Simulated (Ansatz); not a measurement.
One stationary structure of MgO. Space group Fm-3m (No. 225), rock salt type. Level of theory: PBEsol (plane waves to 420 eV, PAW, scalar-relativistic; Ansatz, a program for electronic structure).

Space group Fm-3m (No. 225); a = b = c = 4.214 Å, α = β = γ = 90.00°

```tsv
atom	site	symmetry	x	y	z
Mg	4b	m-3m	0.5000	0.5000	0.5000
O	4a	m-3m	0.0000	0.0000	0.0000
```
(The calculation used a cell of 2 atoms; values per cell refer to that cell.)

```json
{
  "volume_per_atom": "9.36 Å³",
  "band_gap": "4.62 eV, direct at Γ (no spin-orbit coupling)",
  "shortest_distances": "Mg–O 2.11 Å; Mg–Mg 2.98 Å; O–O 2.98 Å",
  "k-mesh": "13×13×13"
}
```

No spin polarisation in the result.

Measured for MgO: a 4.189 Å (static lattice; corrected from measurement; as listed in Daniel Mejia-Rodriguez, S. B. Trickey, Phys. Rev. B (2018)); gap 8.36 eV (static lattice; corrected from measurement; as listed in Wei Chen et al., Physical Review Materials (2018)). Computed minus measured — a: PBEsol +0.6 %; gap: PBEsol -3.74 eV. The computed values are for a static lattice, and a measured gap can be an optical one, lowered by exciton binding.

The run could not lose the symmetry of its start; a randomly shaken copy of 4 atoms returns to this structure.
